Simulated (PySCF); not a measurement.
Ligands exchanged one at a time, B F-SH. Isolated molecules, 0 K electronic values unless said otherwise. One relaxed conformer stands for each flexible species; it need not be the lowest. Strings in code marks are SMILES.

The S1–T1 gap (TDA) from two functionals at the same geometries (B3LYP-D3(BJ)/def2-TZVP), both in PySCF: PBE-D3(BJ)/def2-TZVP and B3LYP-D3(BJ)/def2-TZVP. B3LYP has the VWN-RPA correlation part, as in Gaussian. Excitations are Tamm–Dancoff values on a coarser integration grid. The basis has no diffuse functions, so Rydberg states are missing or too high.

```json
[
 {"species": "0 of 3 F replaced by SH (`FB(F)F`)", "PBE-D3(BJ)/def2-TZVP (eV)": "0.26", "B3LYP-D3(BJ)/def2-TZVP (eV)": "0.25"},
 {"species": "1 of 3 F replaced by SH (`FB(F)S` (F–B–S–H torsion 0°))", "PBE-D3(BJ)/def2-TZVP (eV)": "0.86", "B3LYP-D3(BJ)/def2-TZVP (eV)": "0.59"},
 {"species": "2 of 3 F replaced by SH (`FB(S)S` (S–B–S–H torsion -180°, S–B–S–H torsion 180°))", "PBE-D3(BJ)/def2-TZVP (eV)": "0.71", "B3LYP-D3(BJ)/def2-TZVP (eV)": "0.68"},
 {"species": "3 of 3 F replaced by SH (`SB(S)S`)", "PBE-D3(BJ)/def2-TZVP (eV)": "0.40", "B3LYP-D3(BJ)/def2-TZVP (eV)": "0.52"}
]
```

Over these rows, drawn at random from the members with no instability flagged (it was tested for open shells, ions and some series alone), PBE minus B3LYP-D3(BJ): mean +0.05 eV, from -0.11 eV to +0.27 eV.
